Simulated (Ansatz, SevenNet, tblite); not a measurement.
# How well does each level of theory give the TO phonon frequency at L of zinc-blende ZnS?

Reference value: 289 ± 3 cm⁻¹ (measured, room temperature, not corrected to a static lattice; as tabulated in Vagelatos et al., J. Chem. Phys. (1974)).

```csv
level (code),value (cm⁻¹),cell (Å³/atom)
GFN2-xTB (tblite),267,20.85
SevenNet-0,241,20.25
PBE (Ansatz),274,20.16
r²SCAN (Ansatz),289,19.56
HSE06 (Ansatz),___,19.96
```

### Question
Fill in the missing entries.

### Answer

- HSE06 (Ansatz, an electronic-structure program), value (cm⁻¹): 285

Differences against the reference: GFN2-xTB -7.6 %, SevenNet-0 -16.6 %, PBE -5.2 %, r²SCAN 0.0 %, HSE06 -1.4 %.

Once the reference is moved by up to 3.0 % (a margin picked here for doubts on the reference and the settings, and for temperature and zero-point motion) and values within 1.0 % count as equal, the nearest can be r²SCAN (0.0 %), HSE06 (-1.4 %) or PBE (-5.2 %). Farthest off among them: SevenNet-0 (-16.6 %).

The reference isn't brought to a static lattice, while the calculations are for one, so the differences are not the levels' errors alone.  GFN2-xTB: the method was fitted mainly to molecules. GFN2-xTB: the run uses a supercell at the zone centre in place of a k mesh. Each level is taken at its own relaxed cell. Cutoffs and k meshes differ between the levels. Ansatz's density-functional and Hartree–Fock values are scalar-relativistic unless marked +SOC, with PAW data made under PBE.

Machine-learned potentials (SevenNet-0) are trained on DFT data: a solid inside that data is no test of them.

Differences are worked out from the printed values.
